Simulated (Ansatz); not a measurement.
# AlOS: the cost of one run

The runs use Ansatz 0.2.0, Gaussian basis; def2-QZVPP, all electrons in the functionals.

Plan: PBE, BLYP, r2SCAN, B97M-V, PBE0, B3LYP, wB97M-V, at charge 0, doublet; charge 0, quartet; charge 1, singlet; charge 1, triplet.

2 further runs of the same task are left out: 2 set aside as unsound or not needed.

**1. What is computed**

The geometry is a PBE0/def2-TZVP stationary point (not a proven minimum).

3 atoms, charge 0, spin multiplicity 2.

Atoms are counted from 1 here; the program's logs count them from 0.

Bond lengths: Al1–O2 1.721 Å, O2–S3 1.597 Å. Angles: Al1–O2–S3 180.0°.

No dispersion term is added; B97M-V, wB97M-V hold VV10 nonlocal correlation. B3LYP takes the VWN-RPA correlation.

The geometry shown and the zero of energy belong to the point charge 0, doublet. The yardstick, UCCSD(T), and other wave-function levels (R restricted, U unrestricted, valence and pair active spaces) come from earlier runs.

**2. PBE, charge 0, doublet**

in.yaml reads:

```yaml
crystal:
  periodic: [false, false, false]
  atoms:
    - {symbol: Al, position_ang: [0.000000, 0.000000, 1.679600]}
    - {symbol: O, position_ang: [0.000000, 0.000000, -0.041100]}
    - {symbol: S, position_ang: [0.000000, 0.000000, -1.638500]}
basis:
  gaussian: {orbitals: "def2-QZVPP.json"}
magnetization: {spin_polarized: true, initial_magnetization: 1}
hamiltonian: {xc: {name: PBE}}
output: {orbitals: {seedname: orbitals}}
```

On the command line:

```console
$ ansatz run in.yaml --threads 1 --pin off --events-out ev --progress --plain --max-ram 2393MiB
```

**Question.** How long does this run take on 1 thread of Arm Neoverse V1, shared host, and how much memory does it need?

About 17 s, with a peak of 0.4 GiB.
